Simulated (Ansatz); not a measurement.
## Ansatz (development build ahead of 0.2.0) run

```yaml
crystal:
  periodic: [false, false, false]
  atoms:
    - { symbol: Li, position_ang: [-0.02456, 0.03038, -1.18017] }
    - { symbol: F, position_ang: [0.00389, 0.01604, 0.43018] }
basis:
  gaussian: { orbitals: def2-TZVP }
hamiltonian:
  xc: hf
correlation:
  method: mp2
  frozen_orbitals: { F: 1, Li: 0 }
```

The input is written out in the form of the current development build from the run's settings.

Output:

| Property | Result |
| --- | --- |
| Converged | yes |
| Reference energy | -106.98326 hartree |
| Correlation energy | -0.30499 hartree |
| Total energy | -107.28825 hartree |
| Spin squared of the determinant | 0.000 |
